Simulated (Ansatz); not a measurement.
Results of PBE0 in Ansatz (PAW) for 1T (CdI2-type) TiTe2.

Input file:

Ansatz 0.2 input:
```yaml
crystal:
  lattice:
    - [3.8010475163, 0.0, 0.0]
    - [-1.9005237581, 3.2918037101, 0.0]
    - [0.0, 0.0, 6.89505723]
  atoms:
    - { symbol: Ti, position: [0.0, 0.0, 0.0] }
    - { symbol: Te, position: [0.6666666667, 0.3333333333, 0.7536999052] }
    - { symbol: Te, position: [0.3333333333, 0.6666666667, 0.2463000948] }
kpoints:
  mp_grid: { grid: [12, 12, 4] }
hamiltonian:
  xc: pbe0
  pseudopotentials: { kind: paw }
  dispersion: none
scf:
  occupations: { method: fermi_dirac, width: 0.05 }
output:
  forces: true
  stress: true
  eigenvalues: true
basis:
  ecutwfc: 500
  ecutrho_ratio: 4
  xc_grid: 2
magnetization:
  spin_polarized: false
```

Problem. How many irreducible k-points, plane waves at Γ does the program set up, and what pressure does the run end with?

Solution. 69 irreducible k-points, 2167 plane waves at Γ; P = -0.87 GPa, so the cell is stretched on average and its volume would shrink at this level.

Output (set-up and result lines):

```
WARN output.stress: scf.convergence.dr2_threshold = 1e-7 eV (the SCF's general default) is looser than the 3e-10 eV advised for a printed stress (1e-10 eV for …
WARN output.stress: scf.exx.energy_threshold = 1e-6 eV is looser than the 3e-8 eV advised for a stress under a hybrid functional (1e-8 eV for each atom of the …
Crystal: 3 atoms, lattice volume = 86.273 Å³
Basis set: ecut = 500 eV, 2167 PW (Γ), exchange–correlation on 60×60×108 points (8 copies of the dense FFT grid, shifted against one another)
Bands: 27, of which v1, the nominal top of the filled ones, is band 22 counted from 1 (21 counted from 0)
Symmetry: 12 space group operations
Space group: P-3m1 (ITA 164), of the structure as read, at distance tolerance 4.4e-5 Å
k-points: 69 of 576
Functional: x = pbe(κ = 0.804, μ = 0.2195149727645171), c = pbe(β = 0.06672455060314922), warm-up for x = 0.75 pbe(κ = 0.804, μ = 0.2195149727645171) + 0.25 exact, c = pbe(β = 0.06672455060314922)
SCF iter   1: F=—  HF=-16461.692421 eV  |F-HF|=—  |Δ(HF+E_count)|=         —  Δρ=3.89e-3  dr2=2.35e-2
SCF iter   2: F=—  HF=-16461.692945 eV  |F-HF|=—  |Δ(HF+E_count)|=   5.24e-4  Δρ=3.22e-3  dr2=1.54e-2
  ...
SCF 1 converged in 10 iterations: F = -16461.691967 eV  dr2 = 5.71e-10
Crystal: 3 atoms, lattice volume = 86.273 Å³
Initial density: handed on by an earlier stage of this run
  ...
SCF 3 converged in 11 iterations: F = -16468.646729 eV  dr2 = 1.28e-11
Crystal: 3 atoms, lattice volume = 86.273 Å³
SCF 4 converged in 9 iterations: F = -16468.654869 eV  dr2 = 6.44e-11
Crystal: 3 atoms, lattice volume = 86.273 Å³
Crystal: 3 atoms, lattice volume = 86.273 Å³
SCF 6 converged in 10 iterations: F = -16468.657767 eV  dr2 = 1.27e-10
Crystal: 3 atoms, lattice volume = 86.273 Å³
SCF 7 converged in 2 iterations: F = -16468.657767 eV  dr2 = 3.67e-10
Crystal: 3 atoms, lattice volume = 86.273 Å³
SCF 8 converged in 4 iterations: F = -16468.657767 eV  dr2 = 9.87e-10
Crystal: 3 atoms, lattice volume = 86.273 Å³
SCF 9 converged in 4 iterations: F = -16468.657767 eV  dr2 = 7.76e-12
Crystal: 3 atoms, lattice volume = 86.273 Å³
Crystal: 3 atoms, lattice volume = 86.273 Å³
SCF iter   4: F=—  HF=-16468.657767 eV  |F-HF|=—  |Δ(HF+E_count)|=  6.66e-10  Δρ=1.07e-6  dr2=1.99e-9
SCF iter   5: F=-16468.657767 eV  HF=-16468.657767 eV  |F-HF|=7.28e-11  |Δ(HF+E_count)|=  3.27e-11  Δρ=2.90e-7  dr2=9.10e-11
SCF 11 converged in 5 iterations: F = -16468.657767 eV  dr2 = 9.10e-11
Free energy (F): -16468.657767 eV
Internal energy: -16468.656607 eV  (E = F + TS)
E sigma→0 (E₀):  -16468.657187 eV
Fermi energy:    9.396489 eV
--- Forces (eV/Å), atoms counted from 1 ---
  atom   1  Ti     0.00000000     0.00000000     0.00000000
  atom   2  Te     0.00000000     0.00000000     0.22091432
  atom   3  Te    -0.00000000    -0.00000000    -0.22091432
--- Stress (GPa, compression-positive) ---
       -0.770642      -0.000000      -0.000000
       -0.000000      -0.770642      -0.000000
       -0.000000      -0.000000      -1.059075
  P = ⅓ Tr σ = -0.8668 GPa (-8.668 kbar)
```

The PAW data were made under PBE.

Note: exact exchange on metals is sensitive to the k mesh and can open a false gap. Note: the run warned that the count of filled bands differs between k points. Note: the cell comes from a level without a dispersion term, which matters for the spacing of layers, chains or molecules. Note: cell and atoms aren't relaxed at this level (largest force component 0.22 eV/Å, pressure -0.9 GPa). Note: the cell has widely spaced layers and the level no dispersion term, so their spacing and the moduli can rest on weak binding.

Ansatz is a program for electronic structure.
